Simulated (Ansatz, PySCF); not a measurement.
# Zinc-blende AlN (metastable phase): properties by level of theory

```
level (code)          lattice parameter a (Å)  bulk modulus B0 (GPa)  cohesive energy (eV/atom)
--------------------  -----------------------  ---------------------  -------------------------
BLYP (Ansatz)                           4.425                    185                       5.35
PBE0-D3(BJ) (Ansatz)                    4.334                    221                       5.93
r²SCAN0 (Ansatz)                        4.348                    222                       5.67
MP2 (PySCF)                             4.388                    205                       6.20
CCSD (PySCF)                            4.372                    212                       5.77
CCSD(T) (PySCF)                         4.383                    207                       5.92
```

Ansatz's density-functional and Hartree–Fock values are scalar-relativistic unless marked +SOC, with PAW data made under PBE.

Free atoms are spin-polarised, in the lowest state found; at levels without +SOC their spin–orbit coupling is left out.

Ansatz is a program for electronic structure.
